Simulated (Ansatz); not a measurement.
Relaxation of CH₇AlO (10 atoms, charge 0, multiplicity 1), to a largest force component of 0.03 eV/Å in at most 50 steps.

The calculation used RKS PBE-D4/def2-SVPD in Ansatz 0.2.0.

```xyz
10
Properties=species:S:1:pos:R:3:forces:R:3
Al 0.041 -0.553 -0.445 0.08 -0.39 0.16
H -0.064 -0.045 2.262 -0.28 1.72 0.78
H 1.361 0.316 -0.621 0.01 0.00 0.02
C -1.734 -0.014 -1.078 -0.01 0.03 0.02
H -2.524 -0.767 -0.886 0.00 -0.02 0.00
H -2.057 0.932 -0.593 0.01 0.00 -0.02
H -1.720 0.187 -2.171 -0.01 0.01 0.03
O 0.319 -2.135 0.294 -0.10 0.17 -0.32
H -0.421 -2.751 0.417 0.06 0.01 -0.03
H 0.036 -0.695 1.958 0.25 -1.54 -0.62
```

Where does it end, and by what steps?

It converged. After 15 steps the energy has fallen by 0.120 eV; H2 moved furthest, 0.57 Å.

```csv
step,energy less start (eV),largest force component (eV/Å),accepted
0,0.0000,1.723,yes
1,-0.0812,0.436,yes
2,-0.0861,0.659,yes
3,-0.1012,0.256,yes
4,-0.1114,0.209,yes
5,-0.1131,0.191,yes
6,-0.1150,0.148,yes
7,-0.1162,0.064,yes
8,-0.1171,0.061,yes
9,-0.1178,0.086,yes
10,-0.1183,0.089,yes
11,-0.1188,0.081,yes
12,-0.1190,0.091,yes
13,-0.1192,0.087,yes
14,-0.1195,0.041,yes
15,-0.1196,0.006,yes
```

```xyz
10
Properties=species:S:1:pos:R:3
Al 0.104 -0.628 -0.372
H -0.423 0.197 1.884
H 1.422 0.262 -0.412
C -1.676 0.006 -0.909
H -2.499 -0.574 -0.443
H -1.827 1.074 -0.646
H -1.812 -0.067 -2.008
O 0.405 -2.304 0.019
H -0.297 -2.971 0.029
H -0.161 -0.520 1.997
```

Whether the end is a true minimum wasn't checked by a vibrational analysis.

Time of the run: 19 s on 4 threads of Arm Neoverse V1, on a shared host, peak memory 0.15 GiB.
